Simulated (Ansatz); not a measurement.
**BH2(NCO) (CH₂BNO): structure and electronic state**

What does BH2(NCO) (CH₂BNO) look like as a singlet, and where do its frontier electrons sit?

Program: Ansatz 0.2.0, Gaussian basis. Level of theory: RKS PBE0-D4/def2-TZVP. These are calculated values, not measurements.

The runs, in order: relaxation at PBE-D4/def2-TZVP; a search for the lowest solution at PBE0-D4/def2-SVP; a single point at PBE0-D4/def2-TZVP.

## Step 1: The system as given

6 atoms, charge 0, spin multiplicity 1.

Atoms are counted from 1 here; the program's logs count them from 0.

Bond lengths: B1–H2 1.170 Å, B1–H3 1.170 Å, B1–N4 1.385 Å, N4–C5 1.187 Å, C5–O6 1.156 Å. Angles: H2–B1–H3 123.3°, H2–B1–N4 118.5°, H3–B1–N4 118.2°, B1–N4–C5 177.1°, N4–C5–O6 179.4°.

The start is a GFN2-xTB geometry.

## Step 2: Optimising with PBE-D4/def2-TZVP

in.yaml

```yaml
crystal:
  periodic: [false, false, false]
  atoms:
    - {symbol: B, position_ang: [0.548890, 0.947870, 0.000480]}
    - {symbol: H, position_ang: [1.716300, 0.899820, 0.062110]}
    - {symbol: H, position_ang: [-0.051350, 1.951300, -0.035600]}
    - {symbol: N, position_ang: [-0.160020, -0.241430, -0.031680]}
    - {symbol: C, position_ang: [-0.739440, -1.277440, -0.009790]}
    - {symbol: O, position_ang: [-1.314390, -2.280120, 0.014470]}
basis:
  gaussian: {orbitals: def2-TZVP}
hamiltonian: {xc: pbe, dispersion: d4}
scf: {lower_state_search: "off"}
output: {orbitals: {seedname: orbitals}}
relax: {f_tol: 0.02, max_steps: 100}
```

Launch:

```sh
ansatz run in.yaml --threads 4 --pin off --events-out ev --progress --plain --max-ram 3916MiB
```

After this run come: Searching for the lowest solution, PBE0-D4/def2-SVP; Single point, PBE0-D4/def2-TZVP.

Q: Predict the results of all the runs planned. Wanted: point group; C–N bond; HOMO, LUMO at PBE0-D4/def2-TZVP; dipole at PBE-D4/def2-TZVP.

The runs gave:

```
                       quantity            value
                    point group               Cs
                       C–N bond          1.209 Å
HOMO, LUMO at PBE0-D4/def2-TZVP  -8.41, -1.99 eV
     dipole at PBE-D4/def2-TZVP           0.81 D
```

The molecule keeps its bonding pattern by the stored test; the atoms moved 0.15 Å (rms), and the angle B1–N4–C5 went from 177° to 158°. No usable vibrations, so a minimum isn't proven.
